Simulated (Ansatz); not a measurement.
A nudged elastic band was laid between two geometries of FH₃Si (5 atoms, charge 0, multiplicity 1).

Method: Ansatz, RKS PBE-D4/def2-mTZVP.

```
movable images  : 5
climbing image  : yes
spring          : 5.0 eV/Å²
optimiser       : lbfgs
start path      : through a guess of the saddle point
force threshold : 0.05 eV/Å
iteration limit : 60
end points      : relaxed
largest step    : 0.02 Å
```

Initial state:

```xyz
5
Properties=species:S:1:pos:R:3
Si 0.248 -0.011 0.175
H 0.236 0.008 1.668
H 1.652 0.008 -0.333
F -0.518 1.318 -0.366
H -0.472 -1.216 -0.334
```

Final state:

```xyz
5
Properties=species:S:1:pos:R:3
Si 0.083 -0.014 -0.898
H 1.040 -0.241 1.369
H 1.513 0.070 0.851
F -0.780 1.324 -0.480
H -0.710 -1.032 -0.031
```

What changes between the two ends?

Bonds broken: Si1–H2, Si1–H3. Bonds formed: H2–H3. FH3Si becomes FHSi + H2.

Give the energies along the band, and the barrier.

The run converged. The highest image is number 4 of 0 to 6, 2.71 eV above the first end and 0.64 eV above the last; the last end lies 2.07 eV above the first. The order of the stationary point at the top wasn't checked. The orbitals stay closed-shell, which can raise the energy where a bond breaks towards radicals; this wasn't checked here.

```csv
image,path coordinate (Å),energy (eV),Si1–H2 (Å),Si1–H3 (Å),H2–H3 (Å)
0,0.00,0.00,1.49,1.49,2.45
1,0.32,0.23,1.47,1.49,2.17
2,0.65,1.02,1.47,1.47,1.86
3,0.98,2.17,1.57,1.47,1.55
4,1.31,2.71,1.73,1.53,1.26
5,1.77,2.15,2.04,1.84,0.82
6,2.24,2.07,2.47,2.26,0.77
```

What is the geometry of the highest image?


```xyz
5
Properties=species:S:1:pos:R:3
Si 0.261 0.010 -0.462
H 0.594 -0.215 1.224
H 1.503 0.109 0.421
F -0.650 1.365 -0.351
H -0.562 -1.163 -0.022
```

The band took 55 iterations and about 90 core-seconds.

Time of the run: 92 s on 1 thread of Intel(R) Xeon(R) 6975P-C (Granite Rapids), on a shared host, peak memory 0.11 GiB.
